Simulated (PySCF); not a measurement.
**HCN, quintet: the ladder up to RCCSDT**

Geometry: that of the HCN, triplet, kept fixed.

```xyz
3

N     0.0000    0.0792    0.6323
C     0.0000   -0.1496   -0.6235
H     0.0000    0.6827   -1.3569
```

Basis cc-pVDZ; PySCF 2.14.0. Only valence electrons are correlated (noble-gas cores frozen), which leaves 10 electrons in 31 orbitals. Prefix R: restricted or restricted open-shell reference; prefix U: unrestricted.

Full CI isn't at hand for all of this; RCCSDT serves as the reference. It lacks quadruple excitations, which often exceed the step from CCSD(T) to CCSDT. The frozen core follows each run's orbitals, which can shift R against U totals by a few meV.

The UHF ⟨S²⟩ is 6.014 and the T1 diagnostic (ROHF- or RHF-based CCSD) is 0.0212. The largest doubles amplitude (ROHF- or RHF-based CCSD) is 0.031. The T1 diagnostic (UCCSD) is 0.0202.

```tsv
level	E − E(RCCSDT) (mEh)	share of correlation (%)	wall time
RHF	209.90	0.00	–
UHF	202.17	3.69	–
RMP2	34.87	83.39	–
UMP2	35.31	83.18	–
RCCSD	4.20	98.00	–
UCCSD	4.01	98.09	–
RCCSD(T)	0.65	99.69	1.3 s
UCCSD(T)	0.54	99.74	1.2 s
UCCSDT	-0.12	100.06	3.7 min
```

The correlation energy at RCCSDT, counted from RHF, is -5.712 eV. That run took 3.1 min on 1 thread of Arm Neoverse V1, shared host.

Times are those of the correlated step on a shared host, with one SCF added for the restricted CCSD run; they ran on 1 thread of Arm Neoverse V1.
